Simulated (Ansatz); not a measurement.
A nudged elastic band was laid between two geometries of AlH4N + H3P (10 atoms, charge 0, multiplicity 1).

All numbers below come from RKS r2SCAN-D4/6-31G* in Ansatz.

```yaml
movable_images: 5
climbing_image: yes
spring: 5.0 eV/Å²
optimiser: quadratic models (default)
start_path: through a guess of the saddle point
force_threshold: 0.05 eV/Å
iteration_limit: 60
end_points: relaxed
```

First end point:

```xyz
10
Properties=species:S:1:pos:R:3
Al 0.138 -0.145 -0.176
H -0.125 -0.873 1.214
N 1.792 -0.204 -0.833
H 2.579 -0.651 -0.379
H 2.079 0.201 -1.716
H -0.982 0.567 -1.053
P 0.334 3.023 1.689
H 1.330 2.263 1.006
H -0.529 3.062 0.556
H -0.295 1.866 2.236
```

Last end point:

```xyz
10
Properties=species:S:1:pos:R:3
Al 0.310 0.900 -0.355
H -0.468 -0.946 2.263
N 1.793 0.012 -0.776
H 1.803 -0.854 -1.301
H 2.738 0.279 -0.526
H -1.081 0.313 -0.855
P 0.467 2.798 1.000
H 1.672 3.273 0.400
H -0.380 3.588 0.168
H -0.536 -0.254 2.525
```

(1) What changes between the two ends?

(2) What energy profile does the band end with?

(3) What is the geometry of the highest image?

Answers

(1) Bonds broken: Al1–H2, P7–H10. Bonds formed: Al1–P7, H2–H10. AlH4N + H3P becomes AlH5NP + H2.

(2) It converged. The highest image is number 2 of 0 to 6, 26.9 kcal/mol above the first end and 33.0 kcal/mol above the last; the last end lies 6.2 kcal/mol below the first. The profile has 2 maxima (images 2, 5) with wells between them (image 3): this band takes more than one step, which may be the mechanism or a detour left from its start path. Neighbouring images differ by up to 1.3 eV, so the band resolves the path poorly. A vibrational analysis at the climbing image gives one clearly imaginary mode, 1110i cm⁻¹: a first-order saddle point. The orbitals stay closed-shell, which can raise the energy where a bond breaks towards radicals; this wasn't checked here.

```csv
image,path coordinate (Å),energy (kcal/mol),Al1–H2 (Å),P7–H10 (Å),Al1–P7 (Å)
0,0.00,0.0,1.59,1.43,3.68
1,0.98,1.6,1.59,1.44,3.32
2,1.96,26.9,1.73,1.81,2.64
3,3.62,-4.1,2.64,2.80,2.34
4,5.27,-2.0,3.05,4.14,2.34
5,6.93,-1.3,3.05,4.30,2.33
6,8.58,-6.2,3.30,3.56,2.34
```

(3) 
```xyz
10
Properties=species:S:1:pos:R:3
Al 0.164 0.439 -0.116
H -0.191 -0.371 1.369
N 1.766 -0.082 -0.704
H 2.512 -0.445 -0.125
H 2.126 0.162 -1.619
H -1.151 0.588 -0.975
P 0.103 2.477 1.558
H 1.481 2.570 1.213
H -0.370 3.089 0.364
H -0.120 0.682 1.578
```

Time of the run: 11 min on 1 thread of Arm Neoverse V1, with other jobs on the host, peak memory 0.14 GiB.
